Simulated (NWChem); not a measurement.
All runs are NWChem calculations. System: methyl formate (C2H4O2), charge 0, spin multiplicity 1, at a geometry optimised with PBE0/def2-SVP. Level: CCSDT/STO-3G, 4 core orbitals frozen.

Input file:

```
start mol
memory heap 100 mb stack 700 mb global 1900 mb
geometry units angstroms nocenter noautoz noautosym
  C     -1.374822    -0.303103     0.103078
  O     -0.061601    -0.820880     0.255085
  C      0.930492     0.023026    -0.013095
  O      0.800398     1.159695    -0.365209
  H     -1.554237     0.009771    -0.936282
  H     -2.059927    -1.113157     0.377801
  H     -1.531376     0.566561     0.758260
  H      1.901143    -0.493232     0.141317
end
basis spherical
  * library sto-3g
end
scf
  rhf
  nopen 0
  maxiter 100
  thresh 1e-7
  semidirect memsize 60000000 filesize 0
end
tce
  freeze core 4
  ccsdt
  2eorb
  2emet 13
  thresh 1e-6
  maxiter 100
  tilesize 24
end
task tce energy
```

Output (cleaned and shortened):

```
             Northwest Computational Chemistry Package (NWChem) 7.3.0
             --------------------------------------------------------

                                NWChem Input Module
                                -------------------

 Scaling coordinates for geometry "geometry" by  1.889725989
 (inverse scale =  0.529177249)

                             Geometry "geometry" -> ""
                             -------------------------

 Output coordinates in angstroms (scale by  1.889725989 to convert to a.u.)

  No.       Tag          Charge          X              Y              Z
 ---- ---------------- ---------- -------------- -------------- --------------
    1 C                    6.0000    -1.37482200    -0.30310300     0.10307800
    2 O                    8.0000    -0.06160100    -0.82088000     0.25508500
    3 C                    6.0000     0.93049200     0.02302600    -0.01309500
    4 O                    8.0000     0.80039800     1.15969500    -0.36520900
    5 H                    1.0000    -1.55423700     0.00977100    -0.93628200
    6 H                    1.0000    -2.05992700    -1.11315700     0.37780100
    7 H                    1.0000    -1.53137600     0.56656100     0.75826000
    8 H                    1.0000     1.90114300    -0.49323200     0.14131700

 Effective nuclear repulsion energy (a.u.)     122.8375435292

            Nuclear Dipole moment (a.u.)
            ----------------------------
        X                 Y               Z
 ---------------- ---------------- ----------------
    -0.0000018897     0.0000018897     0.0000037795


 Summary of "ao basis" -> "" (spherical)
 ------------------------------------------------------------------------------
       Tag                 Description            Shells   Functions and Types
 ---------------- ------------------------------  ------  ---------------------
 *                           sto-3g                   on all atoms

 Summary of "ao basis" -> "ao basis" (spherical)
 ------------------------------------------------------------------------------
       Tag                 Description            Shells   Functions and Types
 ---------------- ------------------------------  ------  ---------------------
 C                           sto-3g                  3        5   2s1p
 O                           sto-3g                  3        5   2s1p
 H                           sto-3g                  1        1   1s

                                 NWChem SCF Module
                                 -----------------

  ao basis        = "ao basis"
  functions       =    24
  atoms           =     8
  closed shells   =    16
  open shells     =     0
  charge          =   0.00
  wavefunction    = RHF
  use symmetry    = F
  symmetry adapt  = F

 Summary of "ao basis" -> "ao basis" (spherical)
 ------------------------------------------------------------------------------
       Tag                 Description            Shells   Functions and Types
 ---------------- ------------------------------  ------  ---------------------
 C                           sto-3g                  3        5   2s1p
 O                           sto-3g                  3        5   2s1p
 H                           sto-3g                  1        1   1s

 Forming initial guess at       0.0s

      Superposition of Atomic Density Guess
      -------------------------------------

 Sum of atomic energies:        -223.77839850

      Non-variational initial energy
[...]
 Vector   19  Occ=0.000000D+00  E= 6.477456D-01
              MO Center= -7.0D-01, -5.2D-01,  1.7D-01, r^2= 2.9D+00
   Bfn.  Coefficient  Atom+Function         Bfn.  Coefficient  Atom+Function
  ----- ------------  ---------------      ----- ------------  ---------------
    22      0.866913  6 H  s                 12     -0.729777  3 C  s
     3      0.677248  1 C  px                 4      0.560361  1 C  py
    24      0.559248  8 H  s                  8      0.437569  2 O  px
    23     -0.232646  7 H  s                 21     -0.210463  5 H  s
    19     -0.187390  4 O  py                 5     -0.178284  1 C  pz

 center of mass
 --------------
 x =   0.10122997 y =   0.03212267 z =  -0.01063738

 moments of inertia (a.u.)
 ------------------
         143.297097994388         -76.187891277669          24.900234376355
         -76.187891277669         217.308723110728          37.734451409032
          24.900234376355          37.734451409032         325.404409427249

  Mulliken analysis of the total density
  --------------------------------------

    Atom       Charge   Shell Charges
 -----------   ------   -------------------------------------------------------
    1 C    6     6.05   1.99  1.18  2.88
    2 O    8     8.26   2.00  1.79  4.47
    3 C    6     5.72   1.99  1.07  2.65
    4 O    8     8.27   2.00  1.86  4.41
    5 H    1     0.93   0.93
    6 H    1     0.92   0.92
    7 H    1     0.93   0.93
    8 H    1     0.93   0.93

       Multipole analysis of the density wrt the origin
       ------------------------------------------------

     L   x y z        total         open         nuclear
     -   - - -        -----         ----         -------
     0   0 0 0     -0.000000      0.000000     32.000000

     1   1 0 0     -0.273477      0.000000     -0.000002
     1   0 1 0     -0.323144      0.000000      0.000002
     1   0 0 1      0.102937      0.000000      0.000004

     2   2 0 0    -14.128727      0.000000    122.521672
     2   1 1 0     -0.925887      0.000000     39.037515
     2   1 0 1      0.276534      0.000000    -12.867103
     2   0 2 0    -18.751394      0.000000     66.092489
     2   0 1 1      1.009173      0.000000    -19.006891
     2   0 0 2    -15.833138      0.000000     11.665358

                   NWChem Extensible Many-Electron Theory Module
                   ---------------------------------------------


            General Information
            -------------------
      Number of processors :     1
         Wavefunction type : Restricted Hartree-Fock
          No. of electrons :    32
           Alpha electrons :    16
            Beta electrons :    16
           No. of orbitals :    48
            Alpha orbitals :    24
             Beta orbitals :    24
        Alpha frozen cores :     4
         Beta frozen cores :     4
     Alpha frozen virtuals :     0
      Beta frozen virtuals :     0
         Spin multiplicity : singlet
    Number of AO functions :    24
       Number of AO shells :    16
        Use of symmetry is : off
      Symmetry adaption is : off
         Schwarz screening : 0.10D-09

          Correlation Information
          -----------------------
          Calculation type : Coupled-cluster singles, doubles, & triples
   Perturbative correction : none
            Max iterations :      100
        Residual threshold : 0.10D-05
     T(0) DIIS level shift : 0.00D+00
     L(0) DIIS level shift : 0.00D+00
     T(1) DIIS level shift : 0.00D+00
     L(1) DIIS level shift : 0.00D+00
     T(R) DIIS level shift : 0.00D+00
     T(I) DIIS level shift : 0.00D+00
   CC-T/L Amplitude update :  5-th order DIIS
                I/O scheme : Global Array Library
        L-threshold :  0.10D-05
        EOM-threshold :  0.10D-05
 no EOMCCSD initial starts read in
 TCE RESTART OPTIONS
 SLICE:      F
 D4D5:       F
 quantumc:   F
 qrotation:  F
 pwtce:      F
 qducc:      F
 nacto:                         0
 nrotv:                         0
 nrot:                          0

            Memory Information
            ------------------
          Available GA space size is     249036224 doubles
          Available MA space size is     104856092 doubles

 Maximum block size supplied by input
 Maximum block size        24 doubles

 tile_dim =     12

 -------------------------------------------------

 Global array virtual files algorithm will be used

 Parallel file system coherency ......... OK

 4-electron integrals stored in orbital form

 v2    file size   =            63232
 4-index algorithm nr.  13 is used
 imaxsize =       30
 imaxsize ichop =        0
 IN MAPPING 1 for UCC(4),CCSDT,CCSDTQ


 CCSDT iterations
 --------------------------------------------------------
 Iter          Residuum       Correlation     Cpu    Wall
 --------------------------------------------------------
    1   0.2957030811460  -0.2051026914703     2.2     2.2
    2   0.0838883783022  -0.2274322256560     2.2     2.2
    3   0.0695629372619  -0.2476617714792     2.1     2.1
    4   0.0273376339449  -0.2484445588135     2.1     2.1
    5   0.0232980007916  -0.2526616685038     2.2     2.2
    6   0.0050463744954  -0.2535912869262     1.6     1.6
    7   0.0029447566012  -0.2537484709609     1.3     1.3
    8   0.0016698578015  -0.2537308181253     1.3     1.3
    9   0.0011072765111  -0.2537756541122     1.5     1.5
   10   0.0007021194372  -0.2537807666437     1.9     1.9
   11   0.0001895270380  -0.2538138786815     1.4     1.4
   12   0.0000907948582  -0.2538224417910     1.5     1.5
   13   0.0000631565818  -0.2538273466839     1.5     1.5
   14   0.0000366784408  -0.2538272003650     1.6     1.6
   15   0.0000273611867  -0.2538281042711     2.1     2.1
   16   0.0000080101944  -0.2538277882893     1.4     1.4
   17   0.0000043321278  -0.2538282420867     1.3     1.3
   18   0.0000025343593  -0.2538281978301     1.6     1.6
   19   0.0000016683190  -0.2538282683967     1.3     1.3
   20   0.0000010765334  -0.2538282625588     1.4     1.4
   21   0.0000003454775  -0.2538282927921     1.2     1.2
 --------------------------------------------------------
 Iterations converged
 CCSDT correlation energy / hartree =        -0.253828292792134
 CCSDT total energy / hartree       =      -225.048362091448695

 Singles contributions

 Doubles contributions
    17a   (alpha)    17a   (beta ) ---    16a   (alpha)    16a   (beta )       -0.1228983121

 Task  times  cpu:       36.5s     wall:       36.5s

 Total times  cpu:       36.5s     wall:       36.5s
```
